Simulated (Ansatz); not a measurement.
# BFH4N with multiplicity 2: a relaxation

Aim: relax a first guess of the structure. Meant to form: F2–N5; to break: B1–F2. The start is a guess near the saddle point, from which both ends are pulled out.

All numbers below are computed with Ansatz 0.2.0 (UKS revPBE-D4/cc-pVDZ).

## (1) Starting point

Bond lengths: B1–F2 1.570 Å, B1–H3 1.190 Å, B1–H4 1.190 Å, N5–H6 1.060 Å, N5–H7 1.060 Å. Angles: F2–B1–H3 120.0°, F2–B1–H4 120.0°, H3–B1–H4 120.0°, H6–N5–H7 120.0°.

Coordinates:

```xyz
7

B     0.0000    0.0000    0.0000
F     0.0000    0.0000    1.5700
H     1.0305    0.0000   -0.5950
H    -1.0305    0.0000   -0.5950
N     0.0000    0.0000    3.1500
H    -0.4960   -0.7725    3.6800
H     0.4960    0.7725    3.6800
```

## (2) A restrained relaxation towards end A

Springs on the bonds that form and break draw the guess towards this end; the thresholds are loose.

The input, input.yaml:

```yaml
crystal:
  periodic: [false, false, false]
  atoms:
    - { symbol: B, position_ang: [0.0, 0.0, 0.0] }
    - { symbol: F, position_ang: [0.0, 0.0, 1.57] }
    - { symbol: H, position_ang: [1.0305, 0.0, -0.595] }
    - { symbol: H, position_ang: [-1.0305, 0.0, -0.595] }
    - { symbol: "N", position_ang: [0.0, 0.0, 3.15] }
    - { symbol: H, position_ang: [-0.496, -0.7725, 3.68] }
    - { symbol: H, position_ang: [0.496, 0.7725, 3.68] }
magnetization:
  spin_polarized: true
  initial_magnetization: 1
basis:
  gaussian: { orbitals: cc-pVDZ }
hamiltonian:
  xc: revpbe
  dispersion: d4
relax:
  f_tol: 0.15
  max_steps: 25
  restrain:
    - { distance: [1, 4], at: 2.48, k: 30.0 }
    - { distance: [0, 1], at: 1.32, k: 30.0 }
output:
  orbitals: {}
```

Command:

```sh
$ ansatz run input.yaml --threads 1 --pin off --max-ram 2048MiB --backend cpu --events-out ev --progress --plain --runs-dir out
```

What it wrote, cut to the lines that bear on the results:

```text
Warning: RAYON_NUM_THREADS=1 ignored (pool sized by the plan → 1); use --threads N
[...]
Functional definition: revPBE
[...]
720 factors; their error is unknown
[...]
mean field -4941.11942427 eV, -181.5827896310 hartree, gradient 3.3e-5 eV, S^2 0.756185; 11 other end points of the search recorded, 0 dependent functions left out
[...]
reference -4941.11946715 eV, -181.5827912066 hartree; 13, 12 occupied and 49, 50 virtual orbitals, 720 factors
relax step   1: F+E_penalty+E_count = -4941.32245156 eV  Δ(F+E_penalty+E_count) = +0.000e0 eV  max|allowed force component| = 8.632e0 eV/Å  E_restraint = 13.08750000 eV  max|allowed force component, restraints' pulls added| = 4.313e1 eV/Å  Δτ_max = 0.0000 Å  (332 SCF iters, accepted)
[...]
relax step   3: F+E_penalty+E_count = -4943.91921833 eV  Δ(F+E_penalty+E_count) = -5.344e-1 eV  max|allowed force component| = 2.141e0 eV/Å  E_restraint = 2.16236273 eV  max|allowed force component, restraints' pulls added| = 1.378e1 eV/Å  Δτ_max = 0.0973 Å  (36 SCF iters, accepted)
[...]
relax step   5: F+E_penalty+E_count = -4945.22985114 eV  Δ(F+E_penalty+E_count) = -7.605e-1 eV  max|allowed force component| = 6.924e-1 eV/Å  E_restraint = 0.02577100 eV  max|allowed force component, restraints' pulls added| = 1.335e0 eV/Å  Δτ_max = 0.2000 Å  (34 SCF iters, accepted)
[...]
relax step   8: F+E_penalty+E_count = -4945.52200885 eV  Δ(F+E_penalty+E_count) = -4.248e-2 eV  max|allowed force component| = 4.176e-1 eV/Å  E_restraint = 0.01175795 eV  max|allowed force component, restraints' pulls added| = 5.073e-1 eV/Å  Δτ_max = 0.1965 Å  (35 SCF iters, accepted)
[...]
relax step   9: F+E_penalty+E_count = -4945.52701519 eV  Δ(F+E_penalty+E_count) = -5.006e-3 eV  max|allowed force component| = 5.141e-1 eV/Å  E_restraint = 0.00581652 eV  max|allowed force component, restraints' pulls added| = 6.291e-2 eV/Å  Δτ_max = 0.0772 Å  (31 SCF iters, accepted)
  distance F 1 - N 4 = 2.4908 Å
  distance B 0 - F 1 = 1.3365 Å
720 factors; their error is unknown
mean field -4945.35077844 eV, -181.7382890284 hartree, gradient 2.4e-5 eV, S^2 0.752710; 1 other end points of the search recorded, 0 dependent functions left out
[...]
reference -4945.35081930 eV, -181.7382905302 hartree; 13, 12 occupied and 49, 50 virtual orbitals, 720 factors
Total energy: -4945.52705606 eV, -181.7447671115 hartree
Atom 0 at    -0.020638     0.019151    -0.094202 Å, force    -0.006680    -0.078111    -0.514123 eV/Å
Atom 1 at    -0.041576     0.087485     1.240337 Å, force    -0.097069     0.125552     0.170275 eV/Å
Atom 2 at     1.064081     0.063721    -0.643002 Å, force     0.016980     0.013655    -0.009438 eV/Å
Atom 3 at    -1.093238    -0.087450    -0.663414 Å, force     0.009191     0.010171    -0.001988 eV/Å
Atom 4 at     0.381557    -0.311454     3.662320 Å, force     0.111308    -0.100084     0.378596 eV/Å
Atom 5 at    -0.647676    -0.507151     3.692207 Å, force    -0.051691    -0.024378    -0.014529 eV/Å
Atom 6 at     0.357489     0.735697     3.695755 Å, force     0.017962     0.053196    -0.008792 eV/Å
Dipole moment:    -0.269596     0.217276    -0.123326 e Å
```

Run time: 27 s. Hardware: 1 thread of Arm Neoverse V2, shared host; peak memory 0.15 GiB.

The steps of the relaxation:

```
step  energy from step 1 (eV)  largest force component (eV/Å)
   1                   0.0000                          8.6324
   2                  -2.0624                          6.6773
   3                  -2.5968                          2.1407
   4                  -3.1469                          2.5272
   5                  -3.9074                          0.6924
   6                  -4.0973                          1.3663
   7                  -4.1571                          0.9540
   8                  -4.1996                          0.4176
   9                  -4.2046                          0.5141
```

Step 1 is the start. Energies and forces in the table leave out the springs, which the log lists apart; the run stops on the force with the springs' pull added.

After: Bond lengths: B1–F2 1.336 Å, B1–H3 1.216 Å, B1–H4 1.219 Å, N5–H6 1.048 Å, N5–H7 1.048 Å. Angles: F2–B1–H3 117.6°, F2–B1–H4 117.2°, H3–B1–H4 125.3°, H6–N5–H7 99.4°.

## (3) Relaxing end A

It starts where the restrained run ended.

The input, input.yaml:

```yaml
crystal:
  periodic: [false, false, false]
  atoms:
    - { symbol: B, position_ang: [-0.020638, 0.019151, -0.094202] }
    - { symbol: F, position_ang: [-0.041576, 0.087485, 1.240337] }
    - { symbol: H, position_ang: [1.064081, 0.063721, -0.643002] }
    - { symbol: H, position_ang: [-1.093238, -0.08745, -0.663414] }
    - { symbol: "N", position_ang: [0.381557, -0.311454, 3.66232] }
    - { symbol: H, position_ang: [-0.647676, -0.507151, 3.692207] }
    - { symbol: H, position_ang: [0.357489, 0.735697, 3.695755] }
magnetization:
  spin_polarized: true
  initial_magnetization: 1
basis:
  gaussian: { orbitals: cc-pVDZ }
hamiltonian:
  xc: revpbe
  dispersion: d4
relax:
  f_tol: 0.03
  max_steps: 50
```

Command:

```sh
$ ansatz run input.yaml --threads 1 --pin off --max-ram 2048MiB --backend cpu --events-out ev --progress --plain --runs-dir out
```

What it wrote, cut to the lines that bear on the results:

```text
Warning: RAYON_NUM_THREADS=1 ignored (pool sized by the plan → 1); use --threads N
[...]
[... 1 set-up line as earlier in the session ...]
[...]
720 factors; their error is unknown
[...]
mean field -4945.35077173 eV, -181.7382887820 hartree, gradient 4.7e-5 eV, S^2 0.752710; 0 other end points of the search recorded, 0 dependent functions left out
[...]
reference -4945.35081245 eV, -181.7382902783 hartree; 13, 12 occupied and 49, 50 virtual orbitals, 720 factors
relax step   1: F+E_penalty+E_count = -4945.52700848 eV  Δ(F+E_penalty+E_count) = +0.000e0 eV  max|allowed force component| = 5.142e-1 eV/Å  Δτ_max = 0.0000 Å  (27 SCF iters, accepted)
[...]
relax step   5: F+E_penalty+E_count = -4945.60639182 eV  Δ(F+E_penalty+E_count) = -4.718e-3 eV  max|allowed force component| = 2.037e-1 eV/Å  Δτ_max = 0.0970 Å  (30 SCF iters, accepted)
[...]
mean field -4945.46136807 eV, -181.7423531223 hartree, gradient 1.3e-5 eV, S^2 0.752718; 1 other end points of the search recorded, 0 dependent functions left out
[...]
reference -4945.46140685 eV, -181.7423545476 hartree; 13, 12 occupied and 49, 50 virtual orbitals, 720 factors
Total energy: -4945.61266968 eV, -181.7479133539 hartree
Atom 0 at    -0.076952     0.054444    -0.137362 Å, force     0.001289    -0.000511     0.001361 eV/Å
Atom 1 at    -0.365943     0.486837     1.110619 Å, force    -0.002172    -0.000565     0.002277 eV/Å
Atom 2 at     1.097773    -0.011798    -0.445941 Å, force     0.000122     0.000920     0.000598 eV/Å
Atom 3 at    -1.017328    -0.233536    -0.853589 Å, force    -0.000591     0.000219    -0.002456 eV/Å
Atom 4 at     0.327583    -0.323714     4.074577 Å, force    -0.005680    -0.000823     0.002428 eV/Å
Atom 5 at    -0.584880    -0.510379     3.589892 Å, force     0.002457    -0.000797     0.000509 eV/Å
Atom 6 at     0.619746     0.538146     3.551805 Å, force     0.004575     0.001558    -0.004717 eV/Å
Dipole moment:    -0.141211     0.145792    -0.415581 e Å
```

Run time: 27 s. Hardware: 1 thread of Arm Neoverse V2, shared host; peak memory 0.14 GiB.

Relaxation path:

```
step  energy from step 1 (eV)  largest force component (eV/Å)
   1                   0.0000                          0.5142
   2                  -0.0445                          0.6341
   3                  -0.0657                          0.2207
   4                  -0.0747                          0.1564
   5                  -0.0794                          0.2037
   6                  -0.0801                          0.1872
  7x                  -0.0749                          0.4737
   8                  -0.0811                          0.1587
   9                  -0.0830                          0.1250
 10x                  -0.0470                          0.9574
  11                  -0.0844                          0.0528
  12                  -0.0847                          0.0555
  13                  -0.0848                          0.0540
 14x                  -0.0643                          0.8126
  15                  -0.0850                          0.0772
  16                  -0.0856                          0.0057
```

Step 1 is the start. 3 steps were tried and not accepted (marked x).

After: Bond lengths: B1–F2 1.352 Å, B1–H3 1.216 Å, B1–H4 1.217 Å, N5–H6 1.050 Å, N5–H7 1.050 Å. Angles: F2–B1–H3 117.3°, F2–B1–H4 117.0°, H3–B1–H4 125.7°, H6–N5–H7 99.1°.

## (4) Summary of results

| quantity | value |
| --- | --- |
| end A | 12 moves, 0.086 eV lower |

What this shows: The relaxation gains 0.09 eV in 12 moves, with F2 moving most (0.53 Å); the start's largest force component was 0.5 eV/Å.
